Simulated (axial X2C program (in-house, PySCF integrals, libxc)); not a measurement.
# Outer orbitals of MgSi⁻ at 2.686 Å, HF

Computed with an in-house all-electron X2C program for linear molecules (integrals from PySCF). Spin-free means the one-electron spin-free X2C Hamiltonian; two-component (2c) means X2C with spin–orbit coupling and atomic mean-field two-electron Coulomb and Gaunt terms, so the difference of the two also holds small scalar two-electron terms. Basis: Si dyall-av3z [9s8p3d2f], Mg dyall-av3z [10s9p6d4f] (cores contracted in-house); Gaussian nuclei, density fitting, unrestricted open shells. Masses: Si 27.977 u, Mg 23.985 u.

The distance is close to the 2c PBE0 minimum; the highest filled and lowest empty levels are listed.

Spin-free orbitals, state M_S = 3/2, Λ = 0 (beyond evenly filled blocks: σα, π+α, π-α) (Löwdin shares):

```tsv
symmetry	occupied	ε (eV)	atomic character
σα	yes	-12.58	70% Si s, 12% Mg p, 8% Mg d
σβ	yes	-7.44	70% Si s, 11% Mg s, 9% Mg p
σα	yes	-4.40	67% Si p, 24% Mg s, 4% Si s
π-α	yes	-2.94	79% Si p, 8% Mg p, 7% Mg d
π+α	yes	-2.94	79% Si p, 8% Mg p, 7% Mg d
σβ	yes	-2.05	54% Mg s, 26% Si p, 6% Si s
σα	yes	-1.40	39% Mg s, 36% Mg p, 16% Si p
π-α	no	2.32	99% Mg p
π+α	no	2.32	99% Mg p
π+β	no	2.33	100% Mg p
π-β	no	2.33	100% Mg p
```

Spinors with spin–orbit coupling (state Ω = 3/2):

```json
{"ω": "1/2", "occupied": "yes", "ε (eV)": "-12.58", "atomic character": "70% Si s, 12% Mg p, 8% Mg d", "λ mixture": "100% σ"}
{"ω": "-1/2", "occupied": "yes", "ε (eV)": "-7.45", "atomic character": "70% Si s, 11% Mg s, 9% Mg p", "λ mixture": "100% σ"}
{"ω": "1/2", "occupied": "yes", "ε (eV)": "-4.40", "atomic character": "67% Si p, 24% Mg s, 4% Si s", "λ mixture": "100% σ"}
{"ω": "-1/2", "occupied": "yes", "ε (eV)": "-2.96", "atomic character": "79% Si p, 8% Mg p, 7% Mg d", "λ mixture": "100% π"}
{"ω": "3/2", "occupied": "yes", "ε (eV)": "-2.93", "atomic character": "79% Si p, 8% Mg p, 7% Mg d", "λ mixture": "100% π"}
{"ω": "-1/2", "occupied": "yes", "ε (eV)": "-2.05", "atomic character": "54% Mg s, 26% Si p, 6% Si s", "λ mixture": "100% σ"}
{"ω": "1/2", "occupied": "yes", "ε (eV)": "-1.40", "atomic character": "39% Mg s, 36% Mg p, 16% Si p", "λ mixture": "100% σ"}
{"ω": "-1/2", "occupied": "no", "ε (eV)": "2.32", "atomic character": "99% Mg p", "λ mixture": "100% π"}
{"ω": "3/2", "occupied": "no", "ε (eV)": "2.32", "atomic character": "99% Mg p", "λ mixture": "100% π"}
{"ω": "-3/2", "occupied": "no", "ε (eV)": "2.33", "atomic character": "100% Mg p", "λ mixture": "100% π"}
{"ω": "1/2", "occupied": "no", "ε (eV)": "2.33", "atomic character": "100% Mg p", "λ mixture": "100% π"}
```

Mulliken charges and populations of the two-component result (they depend on the basis, above all on diffuse functions):

Si -0.80 e (s 5.96 p 8.82 d 0.02), Mg -0.20 e (s 5.73 p 6.43 d 0.04 f 0.01). ⟨Lz⟩ = 0.00 ħ and ⟨Sz⟩ = 1.50 ħ (1.37 and 0.12 on the two atoms), which add up to Ω.

Occupations by symmetry block were frozen at the best pattern of an incomplete PBE0 search. Other states lie close and PBE0, whose exact exchange favours high spin, may order them wrongly; the determinant shown need not be the ground state. The nearest other spin-free determinant of the search, M_S = 1/2, Λ = 0, lies 0.21 eV up at the distance of the search. With several unpaired electrons one determinant need not be a pure state. This is the top spin component of a Σ state; components of lower Ω are not single determinants and can lie lower.
